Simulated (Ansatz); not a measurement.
Molecule (SMILES): F[B]F, doublet.
Atoms: B1, F2, F3. Bonds: B1-F2, B1-F3.

How fast the highest harmonic wavenumber converges with the basis for several methods (Ansatz, an electronic-structure program): deviation from each method's own reference, in cm⁻¹. References: B3LYP 1411 cm⁻¹, the value in def2-QZVPP; HF 1515 cm⁻¹, the value in def2-QZVPP; MP2 1432 cm⁻¹, the value in def2-QZVPP; PBE 1374 cm⁻¹, the value in def2-QZVPP. Cartesian d functions, on some or all atoms, in 6-31G*; all else is spherical. In correlated methods cores are frozen. Open shells are unrestricted. No added dispersion term, no relativity. Each level at its own minimum, unscaled; the references are large sets that could be run, not limits.

| basis | functions | B3LYP | HF | MP2 | PBE |
|---|---|---|---|---|---|
| def2-SVP | 42 | 41 | 1 | 36 | 43 |
| 6-31G* | 45 | 33 | 3 | 23 | 35 |
| 6-311G** | 54 | -14 | -35 | -6 | -12 |
| aug-cc-pVDZ | 69 | -54 | -86 | -101 | -51 |
| pcseg-2 | 90 | 2 | 3 | 7 | 4 |
| cc-pVTZ | 90 | 16 | 10 | 19 | 18 |
| def2-TZVPP | 93 | 8 | 7 | 8 | 11 |
| 6-311++G(3df,3pd) | 117 | 6 | 4 | 0 | 6 |
| def2-TZVPPD | 117 | 4 | 4 | -1 | 6 |
| jun-cc-pV(T+d)Z | 117 | 5 | 5 | 1 | 7 |
| cc-pVQZ | 165 | 4 | 1 | 4 | 5 |
| def2-QZVPP | 171 | 0 | 0 | 0 | 0 |

Mean absolute deviation over 6-311G**, pcseg-2, cc-pVTZ, def2-TZVPP, 6-311++G(3df,3pd), def2-TZVPPD, jun-cc-pV(T+d)Z: MP2 6, B3LYP 8, PBE 9, HF 9 cm⁻¹.
